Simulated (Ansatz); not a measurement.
Geometry optimisation, RHF/def2-SVP (Ansatz 0.2.0).

Input:

```yaml
crystal:
  periodic: [false, false, false]
  atoms:
    - { symbol: O, position_ang: [-1.0886, -0.08935, -0.98549] }
    - { symbol: B, position_ang: [0.05035, 0.16986, -0.36255] }
    - { symbol: S, position_ang: [1.38897, 1.09548, -1.16083] }
    - { symbol: H, position_ang: [-1.76761, -0.58306, -0.52189] }
    - { symbol: H, position_ang: [0.17751, -0.21612, 0.73272] }
    - { symbol: H, position_ang: [2.2525, 1.07623, -0.15894] }
basis:
  gaussian: { orbitals: def2-SVP }
hamiltonian:
  xc: hf
relax:
  f_tol: 0.015
  max_steps: 40
```

Run as:

```bash
$ ansatz run input.yaml --threads 1 --pin off --max-ram 2048MiB --backend cpu --events-out ev --progress --plain --runs-dir out
```

Q: Where does it end, and by what steps?

A: The forces met the threshold. After 6 steps the energy has fallen by 0.069 eV; H5 moved furthest, 0.06 Å.

| step | energy less start (eV) | largest force component (eV/Å) | accepted |
| --- | --- | --- | --- |
| 0 | 0.0000 | 1.314 | yes |
| 1 | -0.0616 | 0.404 | yes |
| 2 | -0.0678 | 0.162 | yes |
| 3 | -0.0678 | 0.150 | no |
| 4 | -0.0691 | 0.045 | yes |
| 5 | -0.0694 | 0.026 | yes |
| 6 | -0.0694 | 0.014 | yes |

```xyz
6
Properties=species:S:1:pos:R:3
O -1.087 -0.075 -1.018
B 0.044 0.155 -0.333
S 1.360 1.088 -1.175
H -1.745 -0.562 -0.547
H 0.198 -0.232 0.792
H 2.242 1.079 -0.175
```

Whether the end is a true minimum wasn't checked by a vibrational analysis.

The run took 6.6 s on 1 thread of Intel(R) Xeon(R) Processor @ 2.70GHz (shared host), peak memory 0.13 GiB.
